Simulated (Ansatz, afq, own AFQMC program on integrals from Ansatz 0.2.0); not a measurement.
# CH$_{4}$Si, singlet → CH4Si⁺, doublet

| atom | x (Å) | y (Å) | z (Å) |
| --- | --- | --- | --- |
| C | -0.7161 | -0.5302 | -0.2566 |
| Si | 0.6027 | 0.4461 | 0.2158 |
| H | -1.3936 | -0.9848 | 0.4718 |
| H | -0.9377 | -0.7407 | -1.3067 |
| H | 0.9145 | 0.7397 | 1.6384 |
| H | 1.5302 | 1.0700 | -0.7627 |

Connectivity, by distances: CH2–SiH2.

E(doublet, charge +1) − E(singlet, charge +0) at this geometry, on RHF and UHF determinants.

Basis def2-TZVP. Noble-gas cores (and the filled d shells of Ga–Kr and In–Xe) are frozen. Integrals, coupled cluster, full CI and functionals: Ansatz 0.2.0; the random walks run on the same integrals in our own AFQMC program. ph-AFQMC/CISD is guided by a CISD state made of CCSD amplitudes; releasing the constraint for a short imaginary time cuts its bias at the price of noise, slowly where states lie close. Uncertainties: one standard error, sampling alone. The errors of all members are added in quadrature.

No full CI on the walks' own integrals is used here; CCSDT(Q) serves as the reference and is uncertain by about the last step of the cluster series. Each member takes its own surest rung, up to full CI.

Errors are counted within def2-TZVP, not against nature.

Cautions: CH₄Si (singlet): restricted determinant unstable towards unrestricted (UHF 45 meV lower, ⟨S²⟩ 0.27).

Reference (CCSDT(Q)): 853.8 kJ/mol.

```csv
level,vertical ionization energy (kJ/mol),error against CCSDT(Q) (kJ/mol)
HF,698.9,-154.9
MP2,848.9,-4.9
CCSD,836.4,-17.4
CCSD(T),852.3,-1.5
CCSDT,852.2,-1.6
ph-AFQMC/CISD,853.1 ± 0.7,-0.7 ± 0.7
released AFQMC,853.0 ± 1.0,-0.8 ± 1.0
```

Correlation beyond CCSD(T) adds 1.5 kJ/mol. The perturbative (T) step is worth +15.9 kJ/mol.

Released energies are given only where the last usable release times agree within the noise; a slower fall can still hide under it.
